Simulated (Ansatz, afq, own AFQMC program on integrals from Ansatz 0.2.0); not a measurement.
# WF, quartet: AFQMC among the cluster methods

```xyz
2

W     0.0000    0.0000    0.0000
F     0.0000    0.0000    1.4590
```

Basis def2-SVP with its core potentials. Noble-gas cores (and the filled d shells of Ga–Kr and In–Xe) are frozen. Ansatz 0.2.0 and our own AFQMC program on the same integrals; the CISD trial comes from CCSD amplitudes, and released means the phaseless constraint is let go. Free projection: walkers drawn from exp(T), propagated without any constraint. Its projection time is finite, and what remains of the start isn't in its error. Error bars are statistical, one sigma. No spin–orbit coupling. The metal's outer-core s and p shells are frozen, which shifts wave-function levels against functionals.

Determinant: UHF, the one that the program's search chose, which needn't be the lowest solution. The geometry is a point of a scan.

No full CI on the walks' own integrals is used here. The released AFQMC energy serves as the reference, which it does only where one determinant dominates, the energy is flat over the last release times and near the phaseless one (40 meV or 2 meV an electron, half that with transition metals). On small molecules, where full CI could be run and the noise was under 10 meV, such values lay within 10 meV of it in 19 cases of 20, a flattering rate, since the rule was set on those same cases; what remains of the bias isn't in the error bar.

Cautions: no spin-orbit coupling; outer-core shells of the metal frozen; lower spins were not checked; higher spins were not checked; unrestricted determinant slightly spin contaminated (⟨S²⟩ 3.84 against 3.75); the ph-AFQMC/CISD walk drifts between its halves (2.1 errors); the released value is read at 2.60 1/Eh with a noise of 29 meV, more than in the cases checked (meV from the phaseless value at times in 1/Eh: -21 ± 15 at 0.24, 18 ± 15 at 0.60, -24 ± 19 at 1.20, -17 ± 23 at 1.80, -2 ± 29 at 2.60); released reference can be 30 meV off for metals.

```
T1 diagnostic                               : 0.0297
weight of the determinant in the CISD state : 0.874
⟨S²⟩ of the determinant                     : 3.839
size of the correlated space                : 13 electrons in 41 orbitals
```

| level | correlation energy (eV) |
| --- | --- |
| MP2 | -7.8101 |
| CCSD | -8.0200 |
| CCSD(T) | -8.2487 |

(1) Estimate where free-projection AFQMC lies against CCSD(T) on the same integrals.

(1) 0.78 ± 0.61 kcal/mol below CCSD(T). The gap is under twice the noise, so this walk alone can't tell the two apart.

Reference: AFQMC with the constraint released, correlation energy -8.254 ± 0.029 eV.

```csv
level,E − E(reference) (kcal/mol),share of correlation (%)
CCSD(T),0.11 ± 0.67,99.94
ph-AFQMC/HF,-0.78 ± 1.16,100.41
ph-AFQMC/CISD,0.05 ± 0.76,99.97
free AFQMC,-0.67 ± 0.91,100.35
```

Free projections are given only where their last times agree within the noise and don't stop above the reference; a slow remainder of the start can still hide under it. A walk keeps the symmetry of its determinant, which the program's search chose and which needn't be the lowest solution, so a lower state of the same spin and another symmetry isn't excluded. Released energies are given only where the last usable release times agree within the noise; a slower fall can still hide under it.
